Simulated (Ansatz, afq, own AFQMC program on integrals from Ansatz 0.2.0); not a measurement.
## HO, doublet: AFQMC among the cluster methods

```xyz
2

O     0.0000    0.0000    0.0000
H     0.0000    0.0000    1.0930
```

Basis cc-pVDZ. Noble-gas cores (and the filled d shells of Ga–Kr and In–Xe) are frozen. AFQMC by an in-house program on the Cholesky factors that Ansatz 0.2.0 writes for its CCSD(T) run. The CISD trial takes its coefficients from CCSD amplitudes. Released means that phaseless walkers are propagated on without the constraint, phases kept. Uncertainties: one standard error, sampling alone.

Determinant: UHF, the one that the program's search chose, which needn't be the lowest solution. The geometry is a point of a scan.

Full CI on the same integrals is exact in this basis and with this determinant's frozen core.

```
T1 diagnostic                               : 0.0083
weight of the determinant in the CISD state : 0.951
⟨S²⟩ of the determinant                     : 0.758
size of the correlated space                : 7 electrons in 18 orbitals
```

| level | correlation energy (eV) |
| --- | --- |
| MP2 | -4.1621 |
| CCSD | -4.5884 |
| CCSD(T) | -4.6438 |

Estimate where AFQMC with the constraint released lies against CCSD(T) on the same integrals.

14.8 ± 1.5 meV below CCSD(T).

Reference: full CI, correlation energy -4.659 eV. The released energy is read at 2.40 1/Eh (meV from the phaseless value at times in 1/Eh: 0.4 ± 1.3 at 0.24, -2.7 ± 1.2 at 0.51, -2.7 ± 1.1 at 0.99, -2.6 ± 1.4 at 1.62, -2.6 ± 1.5 at 2.40).

| level | E − E(reference) (meV) | share of correlation (%) |
| --- | --- | --- |
| CCSD(T) | 15.5 | 99.67 |
| CCSDT | 8.9 | 99.81 |
| CCSDT(Q) | 0.5 | 99.99 |
| CCSDTQ | 0.2 | 100.00 |
| ph-AFQMC/HF | 45.7 ± 20.5 | 99.02 |
| ph-AFQMC/CISD | 3.3 ± 1.5 | 99.93 |
| released AFQMC | 0.7 ± 1.5 | 99.99 |

CCSDT and higher add their correlation energy to the determinant of the CCSD(T) run, since their own runs factorise the integrals more tightly (a shift of under 2 meV). A walk keeps the symmetry of its determinant, which the program's search chose and which needn't be the lowest solution, so a lower state of the same spin and another symmetry isn't excluded. Released energies are given only where the last usable release times agree within the noise; a slower fall can still hide under it.
